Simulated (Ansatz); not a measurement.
# H₄NOSi radical: small, medium and large basis sets

One table from this session's results is given with a row withheld; the runs are named, their logs left out.

Computed with Ansatz 0.2.0, Gaussian basis. Level: one geometry, several basis sets.

Levels to be run: PBE0-D4/def2-SVP; ωB97M-V/def2-SVP; PBE0-D4/def2-QZVPP; ωB97M-V/def2-QZVPP; CCSD(T)/cc-pV(D+d)Z; CCSD(T)/cc-pV(T+d)Z; CCSD(T)/cc-pV(Q+d)Z; the functionals' def2-TZVPP values are taken from earlier runs.

## The relaxed structure

An earlier PBE0-D4 in a triple-zeta def2 set relaxation fixed the geometry.

SMILES `N[SiH2][O]`, 7 atoms, charge 0, spin multiplicity 2.

Atoms are counted from 1 here; the program's logs count them from 0.

Bond lengths: N1–Si2 1.699 Å, N1–H4 1.006 Å, N1–H5 1.007 Å, Si2–O3 1.658 Å, Si2–H6 1.490 Å, Si2–H7 1.485 Å. Angles: Si2–N1–H4 121.2°, Si2–N1–H5 122.3°, H4–N1–H5 111.7°, N1–Si2–O3 120.6°, N1–Si2–H6 109.6°, N1–Si2–H7 106.8°, O3–Si2–H6 98.7°, O3–Si2–H7 106.9°, H6–Si2–H7 114.5°.

The first run:

File in.yaml:

```yaml
crystal:
  periodic: [false, false, false]
  atoms:
    - {symbol: N, position_ang: [-0.904942, 0.160659, -0.547202]}
    - {symbol: Si, position_ang: [0.579449, -0.013268, 0.261876]}
    - {symbol: O, position_ang: [0.850931, -1.312010, 1.256013]}
    - {symbol: H, position_ang: [-1.062281, -0.265284, -1.445406]}
    - {symbol: H, position_ang: [-1.768392, 0.325340, -0.056461]}
    - {symbol: H, position_ang: [0.731446, 1.076719, 1.267060]}
    - {symbol: H, position_ang: [1.635089, -0.040255, -0.781580]}
basis:
  gaussian: {orbitals: def2-SVP}
magnetization: {spin_polarized: true, initial_magnetization: 1}
hamiltonian: {xc: pbe0, dispersion: d4}
output: {orbitals: {seedname: orbitals}}
```

Run with:

```sh
ansatz run in.yaml --threads 2 --pin off --events-out ev --progress --plain --max-ram 31744MiB --backend cpu
```

Steps of the session up to this table: PBE0-D4 in def2-SVP; ωB97M-V in def2-SVP; PBE0-D4 in def2-QZVPP; ωB97M-V in def2-QZVPP.

One of the session's tables, all rows but one given; the rest of the session is left out.

It belongs to the step «Density functionals: the series». 

| functional | basis | HOMO (eV) | LUMO (eV) |
| --- | --- | --- | --- |
| PBE0-D4 | def2-SVP | -7.74 | -4.02 |
| PBE0-D4 | def2-TZVPP | -7.99 | -4.32 |
| PBE0-D4 | def2-QZVPP | -8.04 | -4.37 |
| ωB97M-V | def2-SVP | ? | ? |
| ωB97M-V | def2-TZVPP | -10.41 | -2.14 |
| ωB97M-V | def2-QZVPP | -10.46 | -2.21 |

Q: Estimate the row for ωB97M-V, def2-SVP from the others.

The run gave: HOMO (eV): -10.14; LUMO (eV): -1.76. In the column «HOMO (eV)» it lies between ωB97M-V, def2-TZVPP (-10.41) and PBE0-D4, def2-QZVPP (-8.04).
